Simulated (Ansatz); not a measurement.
**CH₂BO radical: one structure at several levels**

One table from this session's results is given with a row withheld; the runs are named, their logs left out.

The runs use Ansatz 0.2.0, Gaussian basis; single points in def2-TZVPP.

Cores are frozen in the correlated methods. Orbitals are unrestricted.

**The starting structure**

5 atoms, charge 0, spin multiplicity 2.

Atoms are counted from 1 here; the program's logs count them from 0.

Bond lengths: C1–B2 1.541 Å, C1–H4 1.013 Å, C1–H5 1.201 Å, B2–O3 1.126 Å. Angles: B2–C1–H4 116.1°, B2–C1–H5 111.7°, H4–C1–H5 132.2°, C1–B2–O3 179.2°.

Geometry (Å):

| atom | x (Å) | y (Å) | z (Å) |
| --- | --- | --- | --- |
| C1 | -0.41060 | 0.31010 | -0.46610 |
| B2 | 0.47500 | -0.51720 | 0.48610 |
| O3 | 1.13440 | -1.11280 | 1.17820 |
| H4 | -0.84030 | -0.19850 | -1.22900 |
| H5 | -0.46150 | 1.46360 | -0.13560 |

The first run:

run/in.yaml

```yaml
crystal:
  periodic: [false, false, false]
  atoms:
    - {symbol: C, position_ang: [-0.410600, 0.310100, -0.466100]}
    - {symbol: B, position_ang: [0.475000, -0.517200, 0.486100]}
    - {symbol: O, position_ang: [1.134400, -1.112800, 1.178200]}
    - {symbol: H, position_ang: [-0.840300, -0.198500, -1.229000]}
    - {symbol: H, position_ang: [-0.461500, 1.463600, -0.135600]}
basis:
  gaussian: {orbitals: def2-TZVPP}
magnetization: {spin_polarized: true, initial_magnetization: 1}
correlation: {method: ccsd_t}
scf: {omitted_lower_state_checks: [cluster_reference]}
output: {forces: true}
```

The command line of these runs was not kept.

Steps of the session up to this table: CCSD(T)/def2-TZVPP; PBE0-D4/def2-TZVPP; wB97M-V/def2-TZVPP; r2SCAN-D4/def2-TZVPP; PBE-D4/def2-TZVPP; HSE06-D4/def2-TZVPP; B97M-V/def2-TZVPP.

One of the session's tables, all rows but one given; the rest of the session is left out.

| method | RMS force component (eV/Å) | angle to CCSD(T) forces (°) | dipole (D) |
| --- | --- | --- | --- |
| CCSD(T) | 4.220 | reference | 3.08 |
| PBE0-D4 | 4.001 | 2.7 | 3.19 |
| wB97M-V | 3.989 | 2.1 | 3.21 |
| r2SCAN-D4 | 4.130 | 1.9 | 3.12 |
| PBE-D4 | 4.355 | 2.0 | 2.98 |
| HSE06-D4 | ? | ? | ? |
| B97M-V | 4.040 | 2.9 | 3.13 |

Q: Estimate the row for HSE06-D4 from the others.

**Answer.** RMS force component (eV/Å): 4.011; angle to CCSD(T) forces (°): 2.6; dipole (D): 3.18. In the column «RMS force component (eV/Å)» it lies between PBE0-D4 (4.001) and B97M-V (4.040).
